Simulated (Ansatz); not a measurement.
Basis-set extrapolation for C₄H₆O (`C=C=CCO`) (PBE0-D4/def2-TZVP geometry, frozen core, Ansatz). Multiplicity 1, RHF reference.

```
                      def2-TZVPP   def2-QZVPP
                 HF  -229.847790  -229.858187
    MP2 correlation    -0.880453    -0.941131
CCSD(T) correlation    -0.954908      not run
```

Energies in hartree. Use E(X) = E(∞) + A·exp(−7.88·√X) for Hartree–Fock and E(X) = E(∞) + B·X^(−2.97) for correlation, with X = 3 and 4, and add CCSD(T) minus MP2 of the smaller set to the MP2 limit.

Q: What is the CCSD(T) energy at the basis-set limit?

A: HF limit: -229.858187 + (-0.010397) × 0.13774 = -229.85962. MP2 limit: -0.941131 + (-0.060678) × 0.74074 = -0.98608. Higher-order term: -0.954908 − (-0.880453) = -0.07445. Total: -230.92015 hartree, 3.20 eV below CCSD(T)/def2-TZVPP.
